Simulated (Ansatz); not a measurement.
Geometry optimisation, RKS BLYP/def2-TZVP in Ansatz 0.2.0.

Input:

```yaml
crystal:
  periodic: [false, false, false]
  atoms:
    - { symbol: Al, position_ang: [0.059821, 0.346663, -0.027822] }
    - { symbol: Cl, position_ang: [-0.033653, 0.403127, 2.179383] }
    - { symbol: H, position_ang: [1.47137, 0.595047, -0.678973] }
    - { symbol: H, position_ang: [-1.328476, 0.285504, -0.773536] }
    - { symbol: O, position_ang: [0.15147, -2.526969, 0.697701] }
    - { symbol: H, position_ang: [-0.718498, -2.943705, 0.557359] }
    - { symbol: H, position_ang: [0.087566, -2.098067, 1.590187] }
basis:
  gaussian: { orbitals: def2-TZVP }
hamiltonian:
  xc: blyp
relax:
  f_tol: 0.03
  max_steps: 50
```

Launched with:

```bash
$ ansatz run input.yaml --threads 4 --pin off --max-ram 5120MiB --backend cpu --events-out ev --progress --plain --runs-dir out
```

Question: Where does it end, and by what steps?

Answer: The forces met the threshold. After 8 steps the energy has fallen by 0.515 eV; O5 moved furthest, 0.51 Å. Joined: Al1–O5 (2.97 → 2.05 Å).

```json
{"step": "0", "energy less start (eV)": "0.0000", "largest force component (eV/Å)": "0.741", "accepted": "yes"}
{"step": "1", "energy less start (eV)": "-0.1105", "largest force component (eV/Å)": "1.090", "accepted": "yes"}
{"step": "2", "energy less start (eV)": "-0.3330", "largest force component (eV/Å)": "1.289", "accepted": "yes"}
{"step": "3", "energy less start (eV)": "-0.4813", "largest force component (eV/Å)": "0.594", "accepted": "yes"}
{"step": "4", "energy less start (eV)": "-0.4776", "largest force component (eV/Å)": "0.408", "accepted": "no"}
{"step": "5", "energy less start (eV)": "-0.5111", "largest force component (eV/Å)": "0.136", "accepted": "yes"}
{"step": "6", "energy less start (eV)": "-0.5147", "largest force component (eV/Å)": "0.032", "accepted": "yes"}
{"step": "7", "energy less start (eV)": "-0.5138", "largest force component (eV/Å)": "0.101", "accepted": "no"}
{"step": "8", "energy less start (eV)": "-0.5153", "largest force component (eV/Å)": "0.025", "accepted": "yes"}
```

```xyz
7
Properties=species:S:1:pos:R:3
Al 0.039 -0.039 0.126
Cl -0.050 0.519 2.234
H 1.420 0.253 -0.586
H -1.352 -0.024 -0.646
O 0.130 -2.035 0.575
H -0.649 -2.546 0.284
H 0.151 -2.066 1.556
```

Whether the end is a true minimum wasn't checked by a vibrational analysis.

Time of the run: 8.1 s on 4 threads of AMD EPYC 7B13 (Zen 3), on a shared host, peak memory 0.23 GiB.
